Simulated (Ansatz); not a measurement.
## Lattice constant a of some elemental metals

Method: LDA (Ansatz, a first-principles code, PAW). References are measured values corrected to a static lattice or taken at low temperature (these still hold zero-point motion). The table is a random draw of 8 from 25 solids with such references.

Values in Å.

```tsv
solid	reference	LDA	error (%)
fcc Ir	3.831	3.811	-0.52
bcc Cs	6.039	5.766	-4.52
fcc Ca	5.553	5.337	-3.89
bcc Rb	5.576	5.376	-3.59
fcc Pt	3.913	3.894	-0.49
bcc Mo	3.141	3.111	-0.96
bcc W	3.16	3.135	-0.79
fcc Pb	4.902	4.880	-0.45
```

Over these 8 solids the mean error is -1.90 %, the mean absolute error 1.90 % (median 0.87 %), and the worst case bcc Cs at -4.52 %; the value is too low in 8 of 8 cases. Over all 25 the mean error is -2.22 % and the mean absolute error 2.22 % (median 2.14 %).

All these references are brought to a static lattice.

Spin–orbit coupling is left out, also for the solids with elements from indium on (fcc Ir, bcc Cs, fcc Pt, bcc W, fcc Pb); its size isn't shown.

Differences are worked out from the printed values.

Ansatz's density-functional and Hartree–Fock values are scalar-relativistic unless marked +SOC, with PAW data made under PBE.

Ansatz's runs of these crystals have no spin polarisation.

Not in this set, of the elemental metals with a reference value in our tables and a result at some level: 19 for a reference at room or unstated temperature (hcp Be, hcp Cd, hcp Co, hcp Hf, body-centred tetragonal In and 14 more). These can be a level's worst cases. Values held back for tests aren't counted. Layered and molecular crystals are counted apart. The metals Ce to Yb are counted apart.

References as tabulated in Mejia-Rodriguez and Trickey (2018), arXiv:1807.09216; Csonka et al. (2009), arXiv:0903.4037.
